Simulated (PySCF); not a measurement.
Oxygen: a sound run and one with changed settings

Sound run: O [He] 2s2 2p4, O+ [He] 2s2 2p3. Calculation: PySCF 2.14, in cc-pVDZ-DK; scalar relativity by spin-free X2C-1e. The sound run starts from symmetry-adapted Hartree-Fock orbitals and uses a fine grid where one is needed.

Changed run: 26 angular points. This setting is unsound on purpose.

| species | method | sound run (hartree) | changed run (hartree) | converged |
| --- | --- | --- | --- | --- |
| O | UHF | -74.84416 | -74.84416 | yes |
| O | PBE0 | -75.04593 | -75.04540 | yes |
| O | r2SCAN | -75.08491 | -75.08690 | yes |
| O+ | UHF | -74.40485 | -74.40485 | yes |
| O+ | PBE0 | -74.54405 | -74.54405 | yes |
| O+ | r2SCAN | -74.58759 | -74.58759 | yes |

Ionisation energy of O:

| method | sound run (eV) | changed run (eV) |
| --- | --- | --- |
| UHF | 11.954 | 11.954 |
| PBE0 | 13.657 | 13.642 |
| r2SCAN | 13.533 | 13.587 |

A coarse angular grid integrates products of high-l functions wrongly, so density functionals can shift, and the SCF can exploit the error; Hartree-Fock and MP2 need no grid.

For comparison, NIST gives 13.618 eV between the lowest levels.
